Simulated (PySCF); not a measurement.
Compound: 1-ethenyl-1-methylcyclopropane, C6H10.
Bonds: C1–C2 (double), C2–C3, C3–C4, C3–C5, C5–C6, C3–C6. Hydrogens: H7, H8 on C1; H9 on C2; H10, H11, H12 on C4; H13, H14 on C5; H15, H16 on C6.

Computed geometry: GFN2-xTB, gas phase.

(1) What internal coordinates does the optimisation give?

Results:

(1) 
```
                  bond  length (Å)
                 C1=C2       1.323
                 C2–C3       1.480
                 C3–C4       1.514
          C3–C5, C3–C6       1.510
                 C5–C6       1.493
                 C1–H7       1.077
                 C1–H8       1.076
                 C2–H9       1.083
C4–H10, C4–H11, C4–H12       1.089
        C5–H13, C6–H15       1.079
        C5–H14, C6–H16       1.080
```

Bonds in one row agree within 0.01 Å and their mean is given. A selection of angles:
```
     angle  degrees
  C2–C1–H7    122.7
  C2–C1–H8    121.5
  H7–C1–H8    115.9
  C1–C2–C3    126.3
  C1–C2–H9    119.2
  C3–C2–H9    114.5
  C2–C3–C4    114.0
  C2–C3–C5    119.0
  C4–C3–C5    117.5
  C5–C3–C6     59.3
 C3–C4–H10    110.8
 C3–C4–H11    110.5
H10–C4–H11    108.3
  C3–C5–C6     60.4
 C3–C5–H13    118.0
 C3–C5–H14    117.8
 C6–C5–H13    118.6
 C6–C5–H14    118.4
H13–C5–H14    113.8
```

Dihedral angles: C1–C2–C3–C4 180° (antiperiplanar); C2–C3–C5–C6 108° (anticlinal); C2–C3–C6–C5 -108° (anticlinal).

The 6 C–C bonds span 1.323 Å (C1=C2, drawn double) to 1.514 Å (C3–C4, drawn single), a spread of 0.191 Å. The 3-membered ring C3–C5–C6 has internal angles of 59.3° to 60.4°. Of the pairs four or more bonds apart, C1···H13 is among the closest relative to their van der Waals radii: 2.82 Å, 97 % of the sum of Bondi's values.

Point group: Cs (tolerance 0.08 Å). GFN2-xTB frequencies: not computed here. The numbers are those of one conformer.
